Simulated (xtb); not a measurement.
xtb input (GFN2-xTB):

```bash
xtb mol.xyz --gfn 2 --sp --chrg -1 --uhf 0
```
mol.xyz:
```
3

N      0.00456047     0.00186225     0.14178543
H     -0.02755881     0.79955398    -0.50646319
H     -0.00436445    -0.81258975    -0.48603483
```

End of the output:

```
         :::::::::::::::::::::::::::::::::::::::::::::::::::::
         ::                     SUMMARY                     ::
         :::::::::::::::::::::::::::::::::::::::::::::::::::::
         :: total energy              -4.002417048386 Eh    ::
         :: gradient norm              0.031094496327 Eh/a0 ::
         :: HOMO-LUMO gap             10.560402372667 eV    ::
         ::.................................................::
         :: SCC energy                -4.034858933514 Eh    ::
         :: -> isotropic ES            0.232558839473 Eh    ::
         :: -> anisotropic ES         -0.007503810675 Eh    ::
         :: -> anisotropic XC          0.007518619707 Eh    ::
         :: -> dispersion             -0.000537166872 Eh    ::
         :: repulsion energy           0.032441885129 Eh    ::
         :: add. restraining           0.000000000000 Eh    ::
         :: total charge              -1.000000000000 e     ::
         :::::::::::::::::::::::::::::::::::::::::::::::::::::

           -------------------------------------------------
          |                Property Printout                |
           -------------------------------------------------

    * Orbital Energies and Occupations

         #    Occupation            Energy/Eh            Energy/eV
      -------------------------------------------------------------
         1        2.0000           -0.2285414              -6.2189
         2        2.0000           -0.1488390              -4.0501
         3        2.0000           -0.0311041              -0.8464
         4        2.0000            0.0422617               1.1500 (HOMO)
         5                          0.4303494              11.7104 (LUMO)
         6                          0.5172975              14.0764
      -------------------------------------------------------------
                  HL-Gap            0.3880876 Eh           10.5604 eV
             Fermi-level            0.2363055 Eh            6.4302 eV

     #   Z          covCN         q      C6AA      α(0)
     1   7 N        1.718    -0.828    46.820    10.121
     2   1 H        0.859    -0.086     5.125     3.547
     3   1 H        0.859    -0.086     5.125     3.547

 Mol. C6AA /au·bohr⁶  :        128.903885
 Mol. C8AA /au·bohr⁸  :       2286.375726
 Mol. α(0) /au        :         17.213646

Wiberg/Mayer (AO) data.
largest (>0.10) Wiberg bond orders for each atom

 ---------------------------------------------------------------------------
     #   Z sym  total        # sym  WBO       # sym  WBO       # sym  WBO
 ---------------------------------------------------------------------------
     1   7 N    1.985 --     3 H    0.992     2 H    0.992
     2   1 H    0.993 --     1 N    0.992
     3   1 H    0.993 --     1 N    0.992
 ---------------------------------------------------------------------------

Topologies differ in total number of bonds
Writing topology from bond orders to xtbtopo.mol

molecular dipole:
                 x           y           z       tot (Debye)
 q only:       -0.002      -0.001      -0.061
   full:       -0.018      -0.007      -0.549       1.396
Note: The following floating-point exceptions are signalling: IEEE_DENORMAL
normal termination of xtb
molecular quadrupole (traceless):
                xx          xy          yy          xz          yz          zz
 q only:        0.304       0.008      -0.293      -0.010       0.003      -0.011
  q+dip:        0.136       0.002      -0.026      -0.008      -0.001      -0.111
   full:       -0.350      -0.011       0.440       0.009      -0.007      -0.089

           -------------------------------------------------
          | TOTAL ENERGY               -4.002417048386 Eh   |
          | GRADIENT NORM               0.031094496327 Eh/α |
          | HOMO-LUMO GAP              10.560402372667 eV   |
           -------------------------------------------------

------------------------------------------------------------------------
------------------------------------------------------------------------
 total:
 SCF:
```

This state (charge -1, singlet) is run at the relaxed geometry of the species with charge 0 and multiplicity 2.
